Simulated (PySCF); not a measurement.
A search over the determinants of Na2

Unrestricted PBE0; Na def2-SVPD; no relativity (PySCF 2.14). Outer shells of the fragments: Na 3s1; Na 3s1.

Followed along the bond (rough minima from three points):

| 2Ms+1 | unpaired | ⟨S²⟩ at the start | R at minimum (Å) | Te (eV) |
| --- | --- | --- | --- | --- |
| 1 | none | 0.00 | 3.12 | 0.00 |
| 3 | σ ↑, π ↑ | 2.00 | 3.15 | 1.59 |
| 3 | σ ↑↑ | 2.00 | none in the scan | ≤ 0.84 |

Solutions found at the starting distance of 3.150 Å, counted from the lowest of them; the search is not exhaustive and high or unbound solutions are not listed, so other states can lie among these:

```tsv
2Ms+1	unpaired	term	E (eV)	⟨S²⟩	⟨Lz²⟩
1	none	¹Σ⁺	0.00	0.00	0.00
3	σ ↑↑	³Σ⁺	0.95	2.00	0.00
3	σ ↑, π ↑	³Π	1.59	2.00	1.00
1	σ ↑, π ↓	mixed	1.92	1.00	1.00
```

A term symbol is given only where ⟨S²⟩ and ⟨Lz²⟩ are close to those of a pure state; real π, δ and φ orbitals otherwise mix terms, and g/u labels are left off.

Counting both spins, an empty level lies below a filled one in some of these solutions, because spin and occupation are held.
